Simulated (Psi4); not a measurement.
Reaction (SMILES): N#CC=C + 6 [H][H] (H2) → 3 C (CH4) + N (NH3)
B3LYP-D3(BJ)/def2-TZVP geometries, fixed; electronic energies without zero-point terms.

Effect of the integral screening threshold at B3LYP/aug-cc-pVTZ with Psi4, against the last row, where the energy of full hydrogenation is -140.88 kcal/mol.

```
setting                largest shift of a total energy (mEh)  shift of the energy of full hydrogenation (kcal/mol)
---------------------  -------------------------------------  ----------------------------------------------------
ints_tolerance: 1e-6                                   0.001                                                -0.001
ints_tolerance: 1e-8                                   0.000                                                 0.000
ints_tolerance: 1e-10                                  0.000                                                 0.000
ints_tolerance: 1e-14                                  0.000                                                 0.000
```

Within 0.02 kcal/mol in the energy of full hydrogenation: ints_tolerance: 1e-6; ints_tolerance: 1e-8; ints_tolerance: 1e-10. The largest shift is 0.001 mEh in a total energy and 0.001 kcal/mol in the difference.
